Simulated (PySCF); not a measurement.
Species: 1-chloro-1-fluoroallene, C₃H₂ClF.
Structure used (GFN2-xTB), in Å, numbered top down from 1:
```xyz
7
C3H2ClF angstrom
C     -1.3746    0.0125    0.0737
C     -0.0848   -0.0609   -0.0030
C      1.2093   -0.0963   -0.0775
F      1.9110   -1.2361   -0.1942
Cl     2.2208    1.3082   -0.0402
H     -1.8882   -0.0240    1.0220
H     -1.9903    0.1015   -0.8080
```

The calculation used PySCF, TDDFT B3LYP/def2-SVPD, vertical, gas phase, core orbitals frozen in the response.

Transition dipole moments from the ground state, in atomic units and in the frame of the coordinates above (overall signs are arbitrary), for the states with f of 0.002 or more among the lowest 8:

```tsv
state	E (eV)	μx	μy	μz
S2	6.521	-0.163	0.009	0.010
S6	7.171	1.166	0.321	-0.043
S8	7.545	1.909	0.160	-0.096
```

**Question.** Work out the oscillator strengths.

**Answer.** f = (2/3) ΔE |μ|² with ΔE in hartree (27.2114 eV).

| state | \|μ\|² (au) | \|μ\| (D) | f |
| --- | --- | --- | --- |
| S2 | 0.027 | 0.42 | 0.004 |
| S6 | 1.464 | 3.08 | 0.257 |
| S8 | 3.678 | 4.87 | 0.680 |

**Question.** Label these states by symmetry in Cs.

**Answer.** Polarised in the mirror plane, so A′: S2, S6 and S8.

**Question.** What angle do the transition dipoles of S6 and S8 make?

**Answer.** |cos θ| = |μa·μb| / (|μa| |μb|) = 0.98, so θ ≈ 11° (taken between 0 and 90°, since the signs are arbitrary).

**Question.** What peak molar absorption coefficient would the strongest computed level give as a lone Gaussian band 0.5 eV wide at half height?

**Answer.** ε(max) = 2.175×10⁸ f / FWHM, with the width in cm⁻¹. S8: 2.175×10⁸ × 0.6799 / 4033 ≈ 37000 L mol⁻¹ cm⁻¹.

Time: 7.0 s. Hardware: Arm Neoverse V2, one thread, no GPU, on a shared host.
